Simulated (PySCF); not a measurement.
Molecule: CCl3CH2OH (TCE) (ClC(CO)(Cl)Cl, C$_{2}$H$_{3}$Cl$_{3}$O).

Bonds (- single, = double, # triple, : aromatic): O1-C2 1.379 Å, C2-C3 1.532 Å, C3-Cl4 1.793 Å, C3-Cl5 1.772 Å, C3-Cl6 1.768 Å. O1 carries H7; C2 carries H8, H9.

Geometry PBE0-D3(BJ)/def2-SVP throughout; GIAO in PySCF 2.14, gas phase, one conformer, non-relativistic; equivalent atoms averaged; functional PBE0.

**Question.** How do the absolute shieldings σ depend on the basis set? (ppm; last column core-seconds on shared hosts with different chips, so compare them loosely)

**Answer.** 
```tsv
basis set	functions	O1	C3	C2	Cl4/Cl5/Cl6	H8/H9	H7	core-s
STO-3G	45	340.2	125.2	175.2	854.2	29.71	33.09	2.5
6-31G	72	284.6	81.7	124.7	542.9	28.58	31.35	5.4
pcSseg-0	72	296.2	61.6	110.1	553.0	28.45	32.01	4.4
6-31G*	102	292.0	79.6	119.4	561.3	28.14	30.71	7.2
def2-SVP	111	304.5	69.3	119.2	621.0	27.71	30.15	7.9
cc-pVDZ	111	301.1	69.3	120.9	588.0	27.65	30.33	8.5
pcSseg-1	138	289.3	60.5	104.4	522.1	27.49	29.63	12
aug-cc-pVDZ	177	293.5	72.8	119.6	578.9	27.32	29.64	16
6-311+G(2d,p)	204	284.1	62.7	108.2	525.4	27.46	29.94	20
def2-TZVP	222	288.1	61.3	106.3	513.8	27.53	29.97	23
cc-pVTZ	234	289.9	63.1	107.8	567.1	27.40	29.57	25
IGLO-III	267	284.0	57.8	102.5	523.3	27.41	29.60	26
pcSseg-2	279	285.2	56.3	102.3	527.9	27.42	29.41	58
```

**Question.** Which nucleus moves most, in ppm?

**Answer.** Cl4/Cl5/Cl6 (chlorine bonded to C): from 513.8 ppm with def2-TZVP to 854.2 ppm with STO-3G. The smallest spread is 2.39 ppm, at H8/H9. Proton shifts span only some 12 ppm, so a few tenths of a ppm matter as much there as several ppm in carbon.

**Question.** Taking the largest basis, pcSseg-2 (279 functions), as the yardstick, rank the others by their worst heavy-atom deviation.

**Answer.** IGLO-III 4.7 ppm (267 functions), pcSseg-1 5.8 ppm (138 functions), 6-311+G(2d,p) 6.4 ppm (204 functions), def2-TZVP 14.1 ppm (222 functions), pcSseg-0 25.1 ppm (72 functions), 6-31G 25.4 ppm (72 functions), 6-31G* 33.4 ppm (102 functions), cc-pVTZ 39.1 ppm (234 functions), aug-cc-pVDZ 51.0 ppm (177 functions), cc-pVDZ 60.0 ppm (111 functions), def2-SVP 93.1 ppm (111 functions), STO-3G 326.2 ppm (45 functions).

A small basis that lands close on one nucleus may do so by chance; judge by the trend and by all nuclei.
